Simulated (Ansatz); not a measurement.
hcp Lu

The numbers are results of PBE (PAW; Ansatz, a first-principles code), not measurements.

Numerical settings: plane-wave cutoff 520 eV, 24×24×12 k mesh (along the axes of the cell as run), Fermi–Dirac smearing 0.028 eV (set by the program), scalar-relativistic PAW data made under PBE.

Cell (relaxed at this level):

```
CELL_PARAMETERS angstrom
      3.50704     0.00000     0.00000
     -1.75352     3.03719     0.00000
      0.00000     0.00000     5.46305
ATOMIC_POSITIONS crystal
  Lu 0.66667 0.33333 0.75000
  Lu 0.33333 0.66667 0.25000
```

For hcp Lu, the elastic constant C11 is 91.3 GPa. The elastic constant C12 is 28.9 GPa and the elastic constant C13 is 22.0 GPa. The elastic constant C33 is 91.4 GPa. The elastic constant C44 is 30.7 GPa and the elastic constant C66 comes out as 31.2 GPa. The voigt–Reuss–Hill bulk modulus comes out as 46.6 GPa. The polycrystal shear modulus (Hill average) comes out as 31.9 GPa and the Young modulus is 77.9 GPa. The Poisson ratio is 0.222.

Elastic constants are with the ions relaxed.

Spin–orbit coupling is not included.

The computed numbers hold no vibrational or temperature effects.

It cost very roughly 80 core-minutes of CPU time.
